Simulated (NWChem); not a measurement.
# BH3S (SMILES BS): levels of theory compared

Aim: a comparison of 5 runs (PBE0/cc-pVDZ, PBE0/jun-cc-pV(D+d)Z, PBE0/aug-cc-pVDZ, PBE0/cc-pVTZ, PBE0/jun-cc-pV(T+d)Z) of BH3S. 

Program for the calculation: NWChem 7.3.0.

## Step 1: The structure to begin with

BH3S has 5 atoms, charge 0, and is taken as a singlet. SMILES: `BS`. The shape is that of a PBE0-D4/def2-TZVP optimisation.

Bond lengths: B1–S2 1.765 Å, B1–H3 1.192 Å, B1–H4 1.190 Å, S2–H5 1.344 Å. Angles: B1–S2–H5 99.2°, S2–B1–H3 115.8°, S2–B1–H4 121.4°, H3–B1–H4 122.7°.

## Step 2: Energy and forces at PBE0/cc-pVDZ (run 1)

bh3s.xyz

```xyz
5
BH3S
B     -0.392100    -0.421000     0.088100
S      0.161700     1.236900    -0.154300
H     -1.562900    -0.556400     0.264200
H      0.367100    -1.337600     0.074200
H      1.476100     1.004400    -0.313600
```

bh3s.nw

```
START bh3s
TITLE "BH3S"
memory stack 880 mb heap 220 mb global 1100 mb

GEOMETRY noautosym nocenter noautoz
 load bh3s.xyz
END

BASIS spherical bse
 B library cc-pVDZ
 S library cc-pVDZ
 H library cc-pVDZ
END

DFT
 xc pbe0
 grid fine
 convergence energy 1e-08
 maxiter 100
 mulliken
 print low
END

TASK dft gradient
```

Run with:

```sh
$ nwchem bh3s.nw > bh3s.out
```

Output:

```text
[...]
 d= 0,ls=0.0,diis     1   -424.6503213968 -4.68D+02  9.66D-03  1.50D-01     0.8
[...]
 d= 0,ls=0.0,diis     8   -424.6742518226 -1.47D-09  2.36D-06  2.01D-08     3.9
         Total DFT energy =     -424.674251822618
      One electron energy =     -670.052201992406
           Coulomb energy =      232.978548326003
    Exchange-Corr. energy =      -30.671150240109
 Nuclear repulsion energy =       43.070552083893
[...]
      Total Density - Mulliken Population Analysis
     ---------------------------------------------
    Atom       Charge   Shell Charges
 -----------   ------   -------------------------------------------------------
    1 B    5     5.08   2.01  0.63  0.39  1.52  0.46  0.06
    2 S   16    16.04   2.00  2.03  0.93  0.82  6.01  2.38  1.81  0.06
    3 H    1     0.99   0.74  0.24  0.01
    4 H    1     1.00   0.74  0.24  0.01
    5 H    1     0.89   0.70  0.16  0.03
[...]
                         DFT ENERGY GRADIENTS
    atom               coordinates                        gradient
                 x          y          z           x          y          z
   1 B      -0.740962  -0.795575   0.166485   -0.000171   0.000543  -0.000032
   2 S       0.305569   2.337402  -0.291585    0.004771  -0.006594  -0.000004
   3 H      -2.953453  -1.051444   0.499266    0.005518   0.000451  -0.000811
   4 H       0.693718  -2.527697   0.140218   -0.003678   0.004442   0.000068
   5 H       2.789425   1.898041  -0.592618   -0.006440   0.001157   0.000779
 Task  times  cpu:        6.1s     wall:        6.1s
 Total times  cpu:        6.1s     wall:        6.1s
```

Run time: 6.9 s. Hardware: 1 thread of AMD EPYC 9R45 (Zen 5), shared host; peak memory 0.11 GiB.

## Step 3: Energy and gradient at PBE0/jun-cc-pV(D+d)Z (run 2)

bh3s.nw

```
start bh3s
title "BH3S"
memory stack 880 mb heap 220 mb global 1100 mb
geometry noautosym nocenter noautoz
 B       -0.392100      -0.421000       0.088100
 S        0.161700       1.236900      -0.154300
 H       -1.562900      -0.556400       0.264200
 H        0.367100      -1.337600       0.074200
 H        1.476100       1.004400      -0.313600
end
basis spherical bse
 * library "jun-cc-pV(D+d)Z"
end
dft
 xc pbe0
 grid fine
 convergence energy 1e-08
 maxiter 100
 mulliken
 print low
end
task dft gradient
```

Run with:

```sh
$ nwchem bh3s.nw > bh3s.out
```

Output:

```text
[...]
 d= 0,ls=0.0,diis     1   -424.6551314414 -4.68D+02  7.81D-03  1.56D-01     1.0
[...]
 d= 0,ls=0.0,diis     8   -424.6792809500 -9.88D-09  5.12D-07  1.04D-09     5.0
         Total DFT energy =     -424.679280950031
      One electron energy =     -669.999233144462
           Coulomb energy =      232.914171976371
    Exchange-Corr. energy =      -30.664771865833
 Nuclear repulsion energy =       43.070552083893
[...]
      Total Density - Mulliken Population Analysis
     ---------------------------------------------
    Atom       Charge   Shell Charges
 -----------   ------   -------------------------------------------------------
    1 B    5     5.14   2.01  0.62  0.42  0.03  1.53  0.45  0.01  0.07
    2 S   16    16.00   2.00  2.03  0.93  0.83  0.01  6.01  2.38  1.72  0.02  0.00  0.07
    3 H    1     0.98   0.74  0.23  0.01
    4 H    1     0.99   0.74  0.23  0.01
    5 H    1     0.89   0.70  0.15  0.03
[...]
                         DFT ENERGY GRADIENTS
    atom               coordinates                        gradient
                 x          y          z           x          y          z
   1 B      -0.740962  -0.795575   0.166485   -0.000728  -0.001708   0.000270
   2 S       0.305569   2.337402  -0.291585    0.002612  -0.003712   0.000008
   3 H      -2.953453  -1.051444   0.499266    0.005586   0.000467  -0.000822
   4 H       0.693718  -2.527697   0.140218   -0.003802   0.004348   0.000095
   5 H       2.789425   1.898041  -0.592618   -0.003668   0.000605   0.000449
 Task  times  cpu:        8.2s     wall:        8.2s
 Total times  cpu:        8.2s     wall:        8.2s
```

Wall time 8.7 s (1 thread of AMD EPYC 9R45 (Zen 5), shared host); peak memory 0.11 GiB.

## Step 4: Energy and forces at PBE0/aug-cc-pVDZ (run 3)

bh3s.nw

```
start bh3s
title "BH3S gradient"
memory 2200 mb

geometry units au noautosym nocenter noautoz
   B  -0.74096161 -0.79557470  0.16648487
   S   0.30556871  2.33740224 -0.29158474
   H  -2.95345296 -1.05144362  0.49926564
   H   0.69371846 -2.52769766  0.14021768
   H   2.78942473  1.89804092 -0.59261811
end

basis spherical bse
   B library aug-cc-pVDZ
   S library aug-cc-pVDZ
   H library aug-cc-pVDZ
end

dft
   xc pbe0
   grid fine
   convergence energy 1e-08
   iterations 100
   mulliken
   noprint "final vectors analysis"
end

task dft gradient
```

Run with:

```sh
$ nwchem bh3s.nw > bh3s.out
```

Output:

```text
[...]
          Wavefunction type:  closed shell.
          No. of atoms     :     5
          No. of electrons :    24
[...]
          Charge           :     0
          Spin multiplicity:     1
[...]
          AO basis - number of functions:    77
[...]
              XC Information
              --------------
                         PBE0 Method XC Functional
                     Hartree-Fock (Exact) Exchange  0.250
          PerdewBurkeErnzerhof Exchange Functional  0.750
            Perdew 1991 LDA Correlation Functional  1.000 local
           PerdewBurkeErnz. Correlation Functional  1.000 non-local
[...]
 d= 0,ls=0.0,diis     1   -424.6540273100 -4.68D+02  1.01D-02  1.57D-01     1.3
[...]
 d= 0,ls=0.0,diis     8   -424.6777092113 -1.93D-09  1.88D-06  3.35D-08     7.4
         Total DFT energy =     -424.677709211314
      One electron energy =     -669.966552730752
           Coulomb energy =      232.880254680117
    Exchange-Corr. energy =      -30.661960187666
 Nuclear repulsion energy =       43.070549026987
[...]
  wavefunction    = closed shell
                         DFT ENERGY GRADIENTS
    atom               coordinates                        gradient
                 x          y          z           x          y          z
   1 B      -0.740962  -0.795575   0.166485    0.001026   0.002688  -0.000413
   2 S       0.305569   2.337402  -0.291585    0.004004  -0.007007   0.000144
   3 H      -2.953453  -1.051444   0.499266    0.003976   0.000374  -0.000589
   4 H       0.693718  -2.527698   0.140218   -0.002769   0.002979   0.000088
   5 H       2.789425   1.898041  -0.592618   -0.006236   0.000966   0.000770
[...]
```

Wall time 13 s (1 thread of AMD EPYC 9R45 (Zen 5), shared host); peak memory 0.12 GiB.

Run 4 isn't shown in full; the table further down has it.

## Step 5: Energy and forces at PBE0/jun-cc-pV(T+d)Z (run 5)

bh3s.xyz is that of step 2.

bh3s.nw

```
START bh3s
TITLE "BH3S"
memory total 2200 mb

GEOMETRY noautosym nocenter noautoz
load format xyz bh3s.xyz
END

BASIS spherical bse
* library "jun-cc-pV(T+d)Z"
END

DFT
xc pbe0
grid fine
convergence energy 1e-08
iterations 100
mulliken
noprint "final vectors analysis"
END

TASK dft gradient
```

Run with:

```sh
$ nwchem bh3s.nw > bh3s.out
```

Output:

```text
[...]
          Wavefunction type:  closed shell.
          No. of atoms     :     5
          No. of electrons :    24
[...]
          Charge           :     0
          Spin multiplicity:     1
[...]
          AO basis - number of functions:   129
[...]
              XC Information
              --------------
                         PBE0 Method XC Functional
                     Hartree-Fock (Exact) Exchange  0.250
          PerdewBurkeErnzerhof Exchange Functional  0.750
            Perdew 1991 LDA Correlation Functional  1.000 local
           PerdewBurkeErnz. Correlation Functional  1.000 non-local
[...]
 d= 0,ls=0.0,diis     1   -424.6760775965 -4.68D+02  3.03D-03  2.54D-01     3.3
[...]
 d= 0,ls=0.0,diis     8   -424.7008728728 -1.29D-09  1.19D-06  1.02D-07    20.3
         Total DFT energy =     -424.700872872845
      One electron energy =     -670.039023822383
           Coulomb energy =      232.919919571485
    Exchange-Corr. energy =      -30.652320705841
 Nuclear repulsion energy =       43.070552083893
[...]
  wavefunction    = closed shell
                         DFT ENERGY GRADIENTS
    atom               coordinates                        gradient
                 x          y          z           x          y          z
   1 B      -0.740962  -0.795575   0.166485    0.000298   0.000531  -0.000096
   2 S       0.305569   2.337402  -0.291585   -0.000522  -0.000024   0.000075
   3 H      -2.953453  -1.051444   0.499266   -0.000418  -0.000022   0.000061
   4 H       0.693718  -2.527697   0.140218    0.000248  -0.000377   0.000004
   5 H       2.789425   1.898041  -0.592618    0.000394  -0.000107  -0.000044
[...]
```

Run time: 36 s. Hardware: 1 thread of AMD EPYC 9R45 (Zen 5), shared host; peak memory 0.13 GiB.

## Step 6: All runs side by side

| run | level | energy (Eh) | largest force (eV/Å) | wall time |
| --- | --- | --- | --- | --- |
| 1 | PBE0/cc-pVDZ | -424.674252 | 0.419 | 6.9 s |
| 2 | PBE0/jun-cc-pV(D+d)Z | -424.679281 | 0.297 | 8.7 s |
| 3 | PBE0/aug-cc-pVDZ | -424.677709 | 0.415 | 13 s |
| 4 | PBE0/cc-pVTZ | -424.698573 | 0.107 | 23 s |
| 5 | PBE0/jun-cc-pV(T+d)Z | -424.700873 | 0.032 | 36 s |

## Step 7: Outcome

```
                       quantity          value
            run 5: total energy  -424.70087 Eh
           run 5: dipole moment         0.87 D
run 5: largest force on an atom     0.032 eV/Å
```

**Reading.** Over runs 3, 4, 5 the dipole moment (its size) runs from 0.87 D (PBE0/jun-cc-pV(T+d)Z) to 0.92 D (PBE0/cc-pVTZ). All runs together took 88 s, the longest 36 s.
